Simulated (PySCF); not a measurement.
# Calculated NMR parameters of 2-methyl-3-butyn-2-ol

* Formula: C5H8O
* SMILES: C#CC(C)(C)O
* Point group of the computed structure: C1
* Degrees of unsaturation: 2
* Carbon signals: 4
* Proton signals: 3

Mapped SMILES: `[CH:1]#[C:2][C:3]([CH3:4])([CH3:5])[OH:6]` (H(Xn): hydrogen on atom n).

In vacuum, one computed conformer, no relativistic terms, one averaged value for each set of equivalent atoms. J: B3LYP/pcJ-1 (without the spin–dipole term); shieldings: GIAO PBE0/pcSseg-1; geometry: PBE0-D3(BJ)/def2-SVP; PySCF 2.14.

References, each an isolated molecule treated in the same way: 1H (σ = 31.27 ppm) and 13C (σ = 184.41 ppm) against TMS; 17O (σ = 334.56 ppm) vs H2O.

```tsv
carbon	δC, type	δH (multiplicity, J in Hz)	HMBC from (abs. J ≥ 3 Hz)	span of the C tensor (ppm)
C1	77.1, CH	2.29 (s)	–	189
C2	92.2, C	–	H(C1), H(C4)/H(C5)	319
C3	64.1, C	–	H(C1), H(C4)/H(C5)	47
C4/C5	32.9, CH3	1.41 (s)	H(C4)/H(C5)	50
```

Other nuclei:
```
atoms  nucleus                    environment  δ (ppm)  σ (ppm)
H(O6)       1H  hydrogen on an alcohol oxygen     0.37    30.90
   O6      17O                 alcohol oxygen     98.3    236.2
```

Selected couplings (Hz, signed; the shortest-range and largest first, 30 at most; isotopes 13C, 1H): 1J(C1,H(C1)) 271.8, 1J(C1,C2) 189.6, 1J(C4,H(C4)) 135.5, 1J(C2,C3) 75.3, 1J(C3,C4) 40.6, 2J(C1,C3) 11.8, 2J(C2,C4) 1.6, 3J(C1,C4) 1.6.

- Carbon types of the structure: 2 × C, 1 × CH, 2 × CH3, leaving 1 H on heteroatoms.
- δC 92.2: alkyne carbon; the triple bond shields along its axis, which puts it between sp3 and sp2 carbons.
- δC 77.1: terminal alkyne carbon; the triple bond shields along its axis, which puts it between sp3 and sp2 carbons.
- δC 64.1: propargylic fully substituted sp3 carbon bonded to O; the inductive effect lowers its shielding.
- δC 32.9: methyl carbon; saturated and bonded to C and H only.
- δH 2.29: hydrogen on a terminal alkyne carbon; it lies on the axis of the triple bond, in its shielding cone.

OH and NH positions are those of a molecule without intermolecular hydrogen bonds; in solution they move with solvent, concentration and temperature, and exchange usually removes their couplings. Shifts are as computed. Against solution values, carbons near 30 ppm lie about +2 ppm off and those near 130 ppm about +4 ppm. Of 246 compounds with measured shifts, 49 miss one by over three times the rms of a fit or turn the order of signals round; such compounds aren't used in these exercises. Experimental scales use liquid or dissolved standards, which lie at an offset from isolated H2O (liquid H2O: subtract about 36 ppm).
